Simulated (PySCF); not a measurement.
Job file and geometry (Å, from GFN2-xTB) of an NMR shielding run on SMILES CPCP(C)C, C₄H₁₂P₂, GIAO PBE0/pcSseg-1 NMR shielding, non-relativistic, gas phase in PySCF 2.14.0, density-fitted response routines; density fitting, a coarse starting grid and PySCF grid level 2 are the driver's defaults:

```
$ OMP_NUM_THREADS=1 python probes_run.py task.json out

{"job": {"kind": "nmr", "xc": "PBE0", "basis": "pcSseg-1"}, "charge": 0, "multiplicity": 1}
C      3.139637     0.042935     0.350095
P      1.579673     1.040505     0.325346
C      0.388223    -0.315043    -0.113717
P     -1.188894     0.471408    -0.712463
C     -2.205626    -1.073046    -0.813834
C     -1.801120     1.097052     0.912377
H      3.155554    -0.570175     1.250720
H      3.220241    -0.597999    -0.526443
H      3.988764     0.722491     0.384455
H      1.724624     1.494000    -0.991125
H      0.200652    -0.936435     0.768686
H      0.801135    -0.940738    -0.910786
H     -3.243376    -0.799482    -0.993950
H     -2.138077    -1.655067     0.104752
H     -1.858850    -1.673836    -1.652613
H     -1.163319     1.918476     1.233871
H     -2.816012     1.470431     0.786203
H     -1.791987     0.310840     1.666805
```

Problem. What does the program print?

Solution. 
```
coarse grid: 15032 points
cycle   1  E = -841.7542184113  dE =  2.730e-01  |g| = 4.535e-01  |ddm| = 3.689e+00
cycle   2  E = -841.7412349264  dE =  1.298e-02  |g| = 5.045e-01  |ddm| = 7.833e-01
cycle   3  E = -841.8065826706  dE = -6.535e-02  |g| = 4.145e-02  |ddm| = 4.244e-01
cycle   4  E = -841.8070344433  dE = -4.518e-04  |g| = 1.764e-02  |ddm| = 8.825e-02
cycle   5  E = -841.8071160555  dE = -8.161e-05  |g| = 5.338e-03  |ddm| = 2.543e-02
cycle   6  E = -841.8071229282  dE = -6.873e-06  |g| = 1.638e-03  |ddm| = 6.923e-03
final grid: 133152 points
cycle   7  E = -841.8447368101  dE = -4.174e-05  |g| = 9.711e-03  |ddm| = 4.330e-02
cycle   8  E = -841.8447254287  dE =  1.138e-05  |g| = 1.180e-02  |ddm| = 1.665e-02
cycle   9  E = -841.8447604511  dE = -3.502e-05  |g| = 4.421e-04  |ddm| = 9.864e-03
cycle  10  E = -841.8447605089  dE = -5.785e-08  |g| = 1.504e-04  |ddm| = 9.427e-04
cycle  11  E = -841.8447605149  dE = -5.956e-09  |g| = 6.073e-05  |ddm| = 2.507e-04
cycle  12  E = -841.8447605159  dE = -9.550e-10  |g| = 1.136e-05  |ddm| = 6.683e-05
converged SCF energy = -841.8447605159

GIAO shielding tensors (ppm)
atom      isotropic    diamagn.    paramagn.     s11        s22        s33       span
  0 C      175.308     252.407     -77.099    160.496    177.591    187.836     27.340
  1 P      433.367     967.283    -533.916    384.236    433.889    481.975     97.739
  2 C      151.946     259.751    -107.805    134.296    146.882    174.659     40.363
  3 P      389.174     967.282    -578.108    367.949    374.866    424.708     56.758
  4 C      165.587     253.607     -88.020    151.624    158.875    186.262     34.639
  5 C      166.897     254.000     -87.103    153.088    161.606    185.998     32.910
  6 H       30.615      30.503       0.113     26.239     28.458     37.148     10.909
  7 H       30.252      31.048      -0.796     25.296     28.782     36.677     11.381
  8 H       30.534      28.227       2.307     25.549     27.268     38.785     13.236
  9 H       28.412      31.308      -2.896     23.313     28.293     33.630     10.317
 10 H       30.697      35.567      -4.870     26.941     30.895     34.255      7.314
 11 H       29.882      35.451      -5.569     24.792     30.188     34.666      9.874
 12 H       30.530      30.019       0.511     26.030     27.328     38.233     12.203
 13 H       30.913      32.211      -1.297     27.233     29.310     36.196      8.964
 14 H       30.436      31.260      -0.824     26.055     27.659     37.593     11.538
 15 H       29.968      31.046      -1.078     24.495     29.190     36.218     11.723
 16 H       30.601      30.264       0.337     26.315     27.388     38.099     11.784
 17 H       31.125      32.291      -1.166     27.858     28.937     36.580      8.722
```

Size and cost of the density-fitted run: 176 basis functions, of the order of 60 core-seconds.
